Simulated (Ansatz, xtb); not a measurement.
# Loss of HF: C3H6F2 → C3H5F + HF

Species: C3H6F2 (1,3-difluoropropane) `FCCCF`, singlet; C3H5F (allyl fluoride) `C=CCF`, singlet; HF (hydrogen fluoride), singlet. 

Shapes, held fixed at every level: PBE0-D4/def2-TZVP. Flexible molecules stand in one conformer, not always the lowest. Programs: Ansatz 0.2.0, xtb 6.7.1. Electronic energies: no zero-point or thermal term.

```
               level                    kind  ΔE (kJ/mol)  less CCSD(T)/CBS estimate  CPU time (sum over the molecules)
            GFN0-xTB          semi-empirical        +96.6                      +38.8                            0.092 s
       HF/def2-TZVPP            Hartree–Fock        +61.9                       +4.1                                  –
   PBE-D4/def2-TZVPP                     GGA        +71.6                      +13.8                               10 s
r2SCAN-D4/def2-TZVPP                meta-GGA        +77.3                      +19.5                               18 s
 B3LYP-D4/def2-TZVPP           global hybrid        +63.5                       +5.7                               16 s
  wB97M-V/def2-TZVPP  range-separated hybrid        +72.9                      +15.1                               38 s
  wB97X-V/def2-TZVPP  range-separated hybrid        +84.8                      +27.0                               27 s
      MP2/def2-TZVPP     perturbation theory        +59.9                       +2.1                                  –
CCSD(T)/CBS estimate   coupled cluster or CI        +57.8                        0.0                            9.9 min
```

The highest level, CCSD(T)/CBS estimate, gives ΔE = +57.8 kJ/mol; the levels span +57.8 to +96.6. The column of differences is taken from that level and isn't an error. No measured value is set beside it here. The CBS estimate extrapolates MP2 from def2-TZVPP and def2-QZVPP and adds CCSD(T) − MP2 in the triple-zeta set, cores frozen. Times are processor times on shared x86 and Arm servers, and rough.
